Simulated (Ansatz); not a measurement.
Coupled-cluster run, AlB2H5.

```yaml
crystal:
  periodic: [false, false, false]
  atoms:
    - {symbol: B, position_ang: [-0.910322, 0.596770, -0.303386]}
    - {symbol: B, position_ang: [0.470348, 1.121704, -0.688409]}
    - {symbol: Al, position_ang: [0.413197, -0.880168, 0.535714]}
    - {symbol: H, position_ang: [-1.267963, -0.540830, -0.614385]}
    - {symbol: H, position_ang: [-1.587543, 1.177742, 0.495767]}
    - {symbol: H, position_ang: [1.527531, 1.580332, -0.951270]}
    - {symbol: H, position_ang: [1.436710, -1.591716, -0.454902]}
    - {symbol: H, position_ang: [0.010241, -1.520934, 1.925074]}
basis:
  gaussian: {orbitals: def2-SVP}
correlation: {method: ccsd_t}
```

```sh
$ ansatz run in.yaml --threads 2 --pin off --events-out ev --progress --plain --max-ram 4352MiB
```

Output of Ansatz, abridged:

```
Functional definition: HF
704 factors; integrals over basis functions are off by at most 1.2e-3 eV
mean field evaluation 1: about -7997.9619 eV, gradient 1.9e1 eV
mean field evaluation 2: about -7997.9647 eV, gradient 1.9e1 eV
mean field evaluation 4: about -7999.7165 eV, gradient 2.1e0 eV
mean field evaluation 8: about -7999.7543 eV, gradient 1.1e-3 eV
mean field -7999.75432208 eV, -293.9855489083 hartree, gradient 1.4e-6 eV, S^2 0.000000; 0 other end points of the search recorded, 0 dependent functions left out
7 core orbitals not correlated: weight in the atoms' cores, before any rotation towards them, 1.000 or more for the frozen orbitals, at most 0.000 for the correlated occupied ones
reference -7999.75432208 eV, -293.9855489083 hartree; 7, 7 occupied and 57, 57 virtual orbitals, 704 factors
second order -6.72631844 eV of doubles, -0.00000000 eV of singles
cycle   1  -7.64238337 eV  change   -9.2e-1 eV  update   7.9e-2
cycle   2  -7.98314607 eV  change   -3.4e-1 eV  update   2.7e-2
cycle   3  -8.01734151 eV  change   -3.4e-2 eV  update   1.1e-2
cycle   4  -8.01437565 eV  change    3.0e-3 eV  update   4.5e-3
cycle   5  -8.01304211 eV  change    1.3e-3 eV  update   1.8e-3
cycle   6  -8.01310830 eV  change   -6.6e-5 eV  update   8.0e-4
cycle   7  -8.01321660 eV  change   -1.1e-4 eV  update   3.5e-4
cycle   8  -8.01324569 eV  change   -2.9e-5 eV  update   1.9e-4
cycle   9  -8.01322722 eV  change    1.8e-5 eV  update   9.8e-5
cycle  10  -8.01322153 eV  change    5.7e-6 eV  update   4.0e-5
cycle  11  -8.01322870 eV  change   -7.2e-6 eV  update   1.4e-5
perturbative correction -0.26541575 eV, -0.0097538489 hartree
Total energy: -8008.03296653 eV, -294.2897834803 hartree
```

Hardware: 2 threads of an Arm Neoverse V1 on a shared host. Wall time 1.1 s, peak host memory 0.17 GiB.

The correlation energy is -8.279 eV, 3.2 % of it from (T); the T1 diagnostic reads 0.0155.
